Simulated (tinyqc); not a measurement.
Starting guesses with plain Roothaan steps: SCF starting guesses in the sto-3g basis, for HF, spin multiplicity 1. Computed by the program tinyqc with PySCF. RHF with one setting changed at a time; a run stops when the energy changes by less than 1e-09 hartree and the error matrix is below 1e-5. Starts: the lowest orbitals of the core Hamiltonian, of the Wolfsberg-Helmholz matrix (K = 1.75), projected atomic densities, random orbitals, and the highest orbitals of the core Hamiltonian (a deliberately bad start).

Geometry (angstrom):
```
atom       x       y       z
F     0.0000  0.0000  0.0000
H     0.0000  0.0000  1.0870
```

lowest restricted solution found by these runs and by PySCF = -98.555337 hartree

Largest element of the error matrix X^T (FDS - SDF) X:
```
iteration     core  Wolfsberg-Helmholz  atomic densities   random  highest core orbitals
1          5.9e-01             4.5e-01           1.0e+00  2.0e+00                3.5e-01
2          9.3e-02             1.1e-01           2.8e-01  2.0e-01                6.2e-01
3          1.6e-02             2.6e-02           1.5e-02  7.7e-02                6.2e-02
4          3.5e-03             6.1e-03           3.7e-03  4.7e-02                1.0e-02
5          7.6e-04             1.4e-03           8.3e-04  2.8e-02                2.1e-03
6          1.7e-04             3.0e-04           1.8e-04  1.6e-02                4.6e-04
8          8.1e-06             1.5e-05           9.0e-06  5.7e-03                2.2e-05
10               -                   -                 -  2.0e-03                      -
14               -                   -                 -  2.3e-04                      -
20               -                   -                 -  9.5e-06                      -
```

How each run ends:
```
run                    iterations  E (hartree)         state
core                            8    -98.55534  lowest found
Wolfsberg-Helmholz              9    -98.55534  lowest found
atomic densities                9    -98.55534  lowest found
random                         20    -98.55534  lowest found
highest core orbitals           9    -98.55534  lowest found
```

What does the comparison show, and why?

5 of 5 runs reach the lowest restricted solution found, in 8 to 20 iterations (fastest: core). The first errors are 6e-01, 5e-01, 1e+00, 2e+00, 3e-01; the deliberately bad start has the smallest one, so a small first error does not mark a good start.
